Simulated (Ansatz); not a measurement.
Elastic constant C12 (GPa) of 37 elemental metals, computed with LDA (Ansatz, a first-principles code, PAW) and with PBEsol (PAW; Ansatz). The set holds measured phases with no doubt noted on the run or the magnetic state but for the caveats below. 6 more of the class have both values but aren't in it, for one of these reasons: built or high-temperature cells, doubts on the run or the magnetic state, unlike cells, values of zero, layered or molecular crystals. Solids without a value at one level (not run, failed, or a magnetic order lost), or held back for tests, aren't counted.

Every twentieth of the way through the set, in order of the shift (worked out from unrounded values):

```json
[
 {"solid": "bcc Rb", "LDA": "3.38", "PBEsol": "2.77", "shift (%)": "-18.3"},
 {"solid": "hcp Zn", "LDA": "58.4", "PBEsol": "48.2", "shift (%)": "-17.6"},
 {"solid": "bcc Cs", "LDA": "2.32", "PBEsol": "1.92", "shift (%)": "-17.1"},
 {"solid": "double-hcp La", "LDA": "18.9", "PBEsol": "15.7", "shift (%)": "-16.9"},
 {"solid": "fcc Ag", "LDA": "124", "PBEsol": "105", "shift (%)": "-14.9"},
 {"solid": "bcc Na", "LDA": "8.49", "PBEsol": "7.30", "shift (%)": "-14.0"},
 {"solid": "fcc Sr", "LDA": "12.2", "PBEsol": "10.7", "shift (%)": "-12.6"},
 {"solid": "fcc Cu", "LDA": "166", "PBEsol": "147", "shift (%)": "-11.5"},
 {"solid": "fcc Au", "LDA": "184", "PBEsol": "164", "shift (%)": "-10.6"},
 {"solid": "bcc Li", "LDA": "14.3", "PBEsol": "12.9", "shift (%)": "-10.2"},
 {"solid": "fcc Pd", "LDA": "205", "PBEsol": "184", "shift (%)": "-10.0"},
 {"solid": "hcp Ti", "LDA": "98.6", "PBEsol": "89.4", "shift (%)": "-9.4"},
 {"solid": "fcc Rh", "LDA": "225", "PBEsol": "208", "shift (%)": "-7.8"},
 {"solid": "fcc Pt", "LDA": "270", "PBEsol": "252", "shift (%)": "-6.6"},
 {"solid": "hcp Ru", "LDA": "217", "PBEsol": "203", "shift (%)": "-6.2"},
 {"solid": "hcp Co", "LDA": "206", "PBEsol": "194", "shift (%)": "-5.8"},
 {"solid": "hcp Tc", "LDA": "252", "PBEsol": "240", "shift (%)": "-4.6"},
 {"solid": "hcp Sc", "LDA": "40.6", "PBEsol": "38.9", "shift (%)": "-4.2"},
 {"solid": "hcp Re", "LDA": "295", "PBEsol": "285", "shift (%)": "-3.2"},
 {"solid": "hcp Y", "LDA": "24.9", "PBEsol": "24.6", "shift (%)": "-1.5"},
 {"solid": "white tin (β-Sn)", "LDA": "64.8", "PBEsol": "64.2", "shift (%)": "-0.9"}
]
```

The shift from LDA to PBEsol has a median of -10.0 %, and eight in ten lie between -17.2 % and -2.8 %; PBEsol is the larger in 0 of 37. Each level is at its own cell, so the shift holds the change of volume too.

Ansatz's runs of these crystals have no spin polarisation, but for bcc Fe, hcp Co, fcc Ni.

Density-functional runs with spin start from parallel moments for bcc Fe, parallel moments for hcp Co, parallel moments for fcc Ni.

Spin–orbit coupling is left out, also for the solids with elements from indium on (fcc Pt, hcp Os, bcc Ba, white tin (β-Sn), double-hcp La, hcp Tl, fcc Ir, hcp Re, bcc Cs, hcp Hf and 3 more); its size isn't shown.

Each level is taken at its own relaxed cell. Ansatz's density-functional and Hartree–Fock values are scalar-relativistic unless marked +SOC, with PAW data made under PBE.
